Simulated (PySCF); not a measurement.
**Bonding in glyoxal**

Compound: glyoxal, C₂H₂O₂.
SMILES with atom numbers: `[O:1]=[CH:2][CH:3]=[O:4]` (hydrogens: H5 on C2; H6 on C3)

Geometry (PBE0-D3(BJ)/def2-SVP, Å), atoms numbered from 1 in this order:
```
atom  x, y, z in Å
O1     0.2081   -1.3396    1.0676
C2     0.4856   -0.3306    0.4817
C3    -0.4866    0.3304   -0.4819
O4    -0.2057    1.3393   -1.0663
H5     1.4628    0.2039    0.5872
H6    -1.4642   -0.2033   -0.5883
```

Bond orders from the PBE0/pcSseg-1 density (PySCF). Geometry: PBE0-D3(BJ)/def2-SVP, one conformer, isolated molecule.

**Question.** How far do the computed orders between heavy atoms stray from the drawn ones?

**Answer.** The largest departure is 0.106, at C2–C3 (drawn single, 0.894).

**Question.** Give the Mayer order of every bond between heavy atoms, beside its length.

**Answer.** 
```
 bond  drawn as  length (Å)  Mayer order
O1–C2    double       1.199        2.014
C2–C3    single       1.520        0.894
C3–O4    double       1.199        2.013
```

**Question.** And the bonds to hydrogen?

**Answer.** C–H: 0.91 (2 bonds).

**Question.** Sum the orders of all bonds at each heavy atom with more than one neighbour and set the sums beside the valence in the SMILES.

**Answer.** C2 3.819 (drawn 4), C3 3.818 (drawn 4). Orders between atoms that aren't bonded are not in these sums.

For a closed shell the Mayer order of atoms A and B is Σ (PS)μν (PS)νμ over the basis functions μ on A and ν on B, with P the density and S the overlap matrix.

These values come from a run that also computed NMR shieldings. Time: 6.2 s wall. Hardware: Arm Neoverse N1, one thread, no GPU, on a shared host.
